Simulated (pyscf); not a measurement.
Optimised with ωB97X-D3(BJ)/def2-SVP in PySCF.

### Question
For the elementary gas-phase step water (H₂O) + [Cl–Ga–Cl]• -> HO–Ga(Cl)–Cl + H atom (H•) (doublet surface; H–O broken, Ga–O formed), what barrier and reaction energy does ωB97X-D3(BJ)/def2-TZVP give, measured from the separated reactants?

### Answer
ΔE‡ = 1.38 eV, ΔE = +0.75 eV. ωB97M-D3(BJ)/def2-TZVP gives 1.41 eV and +0.89 eV. Zero-point energy shifts the barrier by -0.17 eV. It is a substitution at O, with an imaginary mode of 1754i cm⁻¹. On the reactant side the descent ends in an adduct with a Ga–O contact, 0.74 eV under the separated species and 2.12 eV under the saddle at ωB97X-D3(BJ)/def2-TZVP. What is counted as formed (Ga–O) is already present as a longer contact in the reactant adduct; forming that adduct is a step of its own. This is the saddle that the search found; another between the same sides may lie lower. The angle at the attacked O is 136°. Elements up to Kr have no core potential and no relativistic terms here.
